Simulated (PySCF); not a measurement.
Two species compared at the same levels of theory.

First species: pyridazine, C4H4N2.
SMILES: `c1ccnnc1`

Second species: C₄H₁₂N₂Si₃.
SMILES with atom numbers: `[N:1]#[C:2][CH2:3][CH2:4][SiH2:5][N:6]1[SiH2:7][CH2:8][SiH2:9]1` (hydrogens: H10, H11 on C3; H12, H13 on C4; H14, H15 on Si5; H16, H17 on Si7; H18, H19 on C8; H20, H21 on Si9)

Cartesian coordinates in Å at the GFN2-xTB level; atoms count from 1:
```xyz
21
C4H12N2Si3 angstrom
N      4.8695    1.5928   -0.2080
C      4.1214    0.7421   -0.0493
C      3.1440   -0.2969    0.1422
C      1.7265    0.2699    0.0495
Si     0.4163   -1.0897    0.2434
N     -1.1292   -0.3422    0.1504
Si    -1.6461    1.3428    0.0991
C     -3.4300    0.6585    0.0371
Si    -2.7145   -1.1096    0.1132
H      3.2968   -1.0634   -0.6224
H      3.3085   -0.7555    1.1209
H      1.6045    0.7722   -0.9110
H      1.5925    1.0339    0.8163
H      0.5649   -2.0769   -0.8363
H      0.5909   -1.7661    1.5394
H     -1.1721    2.0287   -1.1024
H     -1.2731    2.0686    1.3137
H     -3.9796    0.8941   -0.8687
H     -4.0636    0.9380    0.8728
H     -2.8740   -1.9439   -1.0766
H     -2.9627   -1.8805    1.3309
```

Levels: PBE0/pcSseg-1 for dipole moment, HOMO energy, LUMO energy and HOMO–LUMO gap; GFN2-xTB for rotational constant A and rotational constant C. Geometries: GFN2-xTB. Each structure is a single optimised conformer of the isolated species, non-relativistic unless stated; the electronic structure was computed with PySCF and density fitting.

The conformers computed, where there is a choice (atom-mapped SMILES and torsion angles):
- `[N:1]#[C:2][CH2:3][CH2:4][SiH2:5][N:6]1[SiH2:7][CH2:8][SiH2:9]1`: C2–C3–C4–Si5 178°, C3–C4–Si5–N6 179°, C4–Si5–N6–Si7 -8°

Values for the first species:

- Dipole moment: 4.20 D
- HOMO energy: -6.68 eV
- LUMO energy: -1.46 eV
- HOMO–LUMO gap: 5.22 eV
- Rotational constant A: 6.343 GHz
- Rotational constant C: 3.111 GHz

(1) Estimate the same properties for the second species, and the change in each.

Answers

(1) 
```tsv
property	first	second	second less first
dipole moment	4.20 D	4.46 D	+0.26 D
HOMO energy	-6.68 eV	-7.54 eV	-0.86 eV
LUMO energy	-1.46 eV	-0.69 eV	+0.77 eV
HOMO–LUMO gap	5.22 eV	6.85 eV	+1.63 eV
rotational constant A	6.343 GHz	2.551 GHz	-3.792 GHz
rotational constant C	3.111 GHz	0.357 GHz	-2.754 GHz
```

On the first: Point group C2v permits a dipole; with 4.20 D the species has a pure rotational spectrum. In atomic units the dipole is 1.65 e·bohr (1 au = 2.5417 D).

On the second: In atomic units the dipole is 1.75 e·bohr (1 au = 2.5417 D).
